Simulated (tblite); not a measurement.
C₄H₄FN.
SMILES with atom numbers: `[CH3:1]/[C:2]([C:3]#[N:4])=[CH:5]/[F:6]` (hydrogens: H7, H8, H9 on C1; H10 on C5)

The geometry is computed with GFN2-xTB (gas phase).

(1) List the bond lengths, angles and torsions at this level.

## Answers

(1) 
| bond | length (Å) | order |
| --- | --- | --- |
| C1–C2 | 1.498 | single |
| C2–C3 | 1.416 | single |
| C3≡N4 | 1.145 | triple |
| C2=C5 | 1.332 | double |
| C5–F6 | 1.335 | single |
| C1–H7, C1–H8, C1–H9 | 1.088 | single |
| C5–H10 | 1.081 | single |

Bonds in one row agree within 0.01 Å and their mean is given. Orders are formal, as drawn. A selection of angles:
| angle | degrees |
| --- | --- |
| C2–C1–H7 | 110.0 |
| C2–C1–H9 | 110.6 |
| H7–C1–H8 | 107.7 |
| H7–C1–H9 | 109.2 |
| C1–C2–C3 | 116.2 |
| C1–C2–C5 | 122.6 |
| C3–C2–C5 | 121.1 |
| C2–C3–N4 | 178.3 |
| C2–C5–F6 | 123.0 |
| C2–C5–H10 | 124.6 |
| F6–C5–H10 | 112.4 |

Torsions: C1–C2–C5–F6 180° (antiperiplanar).

The 6 heavy atoms lie in one plane (0.000 Å rms). The 3 C–C bonds span 1.332 Å (C2=C5, drawn double) to 1.498 Å (C1–C2, drawn single), a spread of 0.166 Å. Of the pairs four or more bonds apart, H9···H10 is among the closest relative to their van der Waals radii: 2.44 Å, 102 % of the sum of Bondi's values.

Point group: Cs (every atom within 0.08 Å of its image). Its GFN2-xTB frequencies are all real (lowest 121 cm⁻¹). 2 starts were optimised and ended at 0.00 and 0.02 kcal/mol (GFN2-xTB); the lowest of these is shown.
